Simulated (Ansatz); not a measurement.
**CH4O (triplet): the correlation ladder at distance O1–H3 along a hydrogen transfer = 1.208 Å, cc-pVDZ**

The task here is to estimate one member of a computed series from the others.

Program: Ansatz 0.2.0, Gaussian basis. Level of theory: cc-pVDZ, core rule «outside noble gas», up to 2 orbitals frozen. These are calculated values, not measurements.

The runs, in order: UHF; CCSD(T) on ROHF; CCSD(T) on UHF; BCCD(T) on ROHF; CISD; CCSDT(Q) on ROHF; CCSDT(Q) on UHF; CASSCF and MRCISD+Q, 4 electrons in 4 orbitals; CASSCF and NEVPT2, 4 electrons in 4 orbitals.

9 further runs of the same task are left out: 7 that didn't finish, 2 set aside as unsound or not needed.

### What is computed

The geometry derives from fragments relaxed apart (PBE0/def2-TZVP) and kept rigid, so it is no stationary point. A hydrogen atom is moved between rigid fragments.

6 atoms, charge 0, spin multiplicity 3.

Atoms are counted from 1 here; the program's logs count them from 0.

Bond lengths: O1–H2 0.960 Å, O1–H3 1.208 Å, H3–C4 1.131 Å, C4–H5 1.079 Å, C4–H6 1.079 Å. Angles: H2–O1–H3 105.1°, O1–H3–C4 180.0°, H3–C4–H5 112.6°, H3–C4–H6 112.6°, H5–C4–H6 134.8°.

The first run:

in.yaml

```yaml
crystal:
  periodic: [false, false, false]
  atoms:
    - {symbol: O, position_ang: [-1.080149, -0.029147, 0.000000]}
    - {symbol: H, position_ang: [-1.329459, 0.897428, 0.000000]}
    - {symbol: H, position_ang: [0.127851, -0.029147, 0.000000]}
    - {symbol: C, position_ang: [1.258851, -0.029147, 0.000000]}
    - {symbol: H, position_ang: [1.673319, -0.029147, 0.996161]}
    - {symbol: H, position_ang: [1.673319, -0.029147, -0.996161]}
basis:
  gaussian: {orbitals: cc-pVDZ}
magnetization: {spin_polarized: true, initial_magnetization: 2}
hamiltonian: {xc: hf}
output: {orbitals: {seedname: orbitals}}
```

The run is started by

```console
> ansatz run in.yaml --threads 1 --pin off --events-out ev --progress --plain --max-ram 2393MiB
```

Steps of the session up to this table: UHF; CCSD(T) on ROHF; CCSD(T) on UHF; BCCD(T) on ROHF; CISD; CCSDT(Q) on ROHF; CCSDT(Q) on UHF; CASSCF and MRCISD+Q, 4 electrons in 4 orbitals; CASSCF and NEVPT2, 4 electrons in 4 orbitals.

One of the session's tables, all rows but one given; the rest of the session is left out.

It belongs to the step «Misses and costs». 

```
       method  from UCCSDT(Q) (kJ/mol)
         ROHF                   +944.7
          UHF                   +903.1
         RMP2                   +106.0
         UMP2                   +111.9
         CISD                    +96.8
        RCCSD                    +21.9
        UCCSD                    +20.8
     RCCSD(T)                     +3.5
     UCCSD(T)                     +3.5
      BCCD(T)                        ?
       RCCSDT                     +1.8
       UCCSDT                     +1.6
    RCCSDT(Q)                     +0.1
    UCCSDT(Q)                        0
  CASSCF pair                   +876.2
  NEVPT2 pair                   +104.9
  MRCISD pair                    +85.3
MRCISD+Q pair                    +12.7
```

Q: Estimate the row for BCCD(T) from the others.

**Answer.** from UCCSDT(Q) (kJ/mol): +3.6. In the column «from UCCSDT(Q) (kJ/mol)» it lies between UCCSD(T) (+3.5) and MRCISD+Q pair (+12.7).

Limits of these values: Restricted and unrestricted rows rest on different reference determinants; where their highest levels disagree by more than a few hundredths of an eV, they describe different states and don't form one ladder.
